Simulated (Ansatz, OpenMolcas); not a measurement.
Si2H6O (disiloxane): the energy, rung by rung

The species is Si2H6O (9 atoms), meant as a singlet with charge 0. As SMILES, `[SiH3]O[SiH3]`. The shape is that of a PBE0-D4/def2-TZVP optimisation.

| atom | x (Å) | y (Å) | z (Å) |
| --- | --- | --- | --- |
| Si | -0.7103 | 1.0527 | -0.9195 |
| O | 0.4255 | 0.0910 | -0.2454 |
| Si | 0.7756 | -1.0388 | 0.8818 |
| H | -1.7873 | 0.2266 | -1.5257 |
| H | -0.0606 | 1.8724 | -1.9702 |
| H | -1.3062 | 1.9428 | 0.1113 |
| H | 2.2243 | -1.3431 | 0.8000 |
| H | -0.0093 | -2.2756 | 0.6288 |
| H | 0.4483 | -0.5279 | 2.2389 |

Each level gives the energy change with the Si1–O2 bond stretched from 1.634 to 1.879 Å (eV). The values are calculated.

```csv
level,kind,program,value (eV),less CCSD(T)/cc-pVDZ,CPU time (all runs)
SVWN5/cc-pVDZ (restricted),LDA,Ansatz,0.43,+0.05,8.4 s
revPBE/cc-pVDZ (restricted),GGA,Ansatz,0.27,-0.11,12 s
M06-L/cc-pVDZ (restricted),meta-GGA,OpenMolcas,0.43,+0.05,80 s
wB97X/cc-pVDZ (restricted),range-separated hybrid,Ansatz,0.43,+0.05,49 s
B2PLYP/cc-pVDZ (restricted),double hybrid,Ansatz,0.40,+0.02,29 s
RPA@PBE0/cc-pVDZ (restricted),RPA,Ansatz,0.37,-0.01,28 s
BCCD(T)/cc-pVDZ (restricted),coupled cluster or CI,Ansatz,0.38,0.00,30 s
CCSD(T)/cc-pVDZ (restricted),coupled cluster or CI,OpenMolcas,0.38,0.00,50 s
```

Differences are taken from CCSD(T)/cc-pVDZ (restricted) for orientation; it has basis-set and higher-order errors of its own. The first shape isn't each level's own minimum. The values span 0.27 to 0.43 eV. Times are those of the runs behind each value, whatever else they computed, on shared processors of several kinds: orders of magnitude only.
